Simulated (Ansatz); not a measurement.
C5H10O2 (`CC1OCCCO1`), relaxed with RKS PBE0-D4/def2-TZVP in the Gaussian-basis code of Ansatz from a PBE-D4/def2-SVP geometry. The force threshold is 0.005 eV/Å; the program also tests the step.

Charge 0, multiplicity 1.

Start:

```xyz
17

C    -0.512    1.428   -1.302
C    -0.432   -0.100   -1.216
O    -1.325   -0.642   -0.254
C    -0.914   -0.437    1.094
C     0.500   -0.979    1.310
C     1.423   -0.362    0.257
O     0.897   -0.571   -1.050
H    -0.193    1.931   -0.368
H     0.140    1.789   -2.122
H    -1.555    1.735   -1.514
H    -0.763   -0.541   -2.179
H    -0.954    0.646    1.370
H    -1.658   -0.962    1.725
H     0.860   -0.750    2.335
H     0.491   -2.082    1.184
H     2.427   -0.831    0.263
H     1.568    0.727    0.468
```

| step | energy (eV) | largest force (eV/Å) | largest move (Å) |
| --- | --- | --- | --- |
| 1 | -9434.9620 | 0.558 | 0.000 |
| 2 | -9435.0289 | 0.164 | 0.033 |
| 3 | -9435.0358 | 0.033 | 0.011 |
| 4 | -9435.0359 | 0.011 | 0.004 |
| 5 | -9435.0359 | 0.003 | 0.002 |

End:

```xyz
17

C    -0.502    1.414   -1.277
C    -0.429   -0.102   -1.208
O    -1.311   -0.644   -0.257
C    -0.907   -0.433    1.081
C     0.496   -0.965    1.299
C     1.409   -0.359    0.252
O     0.884   -0.573   -1.043
H    -0.187    1.899   -0.353
H     0.140    1.770   -2.084
H    -1.530    1.716   -1.486
H    -0.757   -0.523   -2.161
H    -0.953    0.635    1.339
H    -1.639   -0.952    1.701
H     0.848   -0.721    2.305
H     0.492   -2.054    1.191
H     2.396   -0.823    0.256
H     1.548    0.715    0.443
```

It took 29 s on 2 threads of an AMD EPYC 7R13 on a shared host and a share of an NVIDIA H100 80 GB, with 0.92 GiB of host memory at the peak.
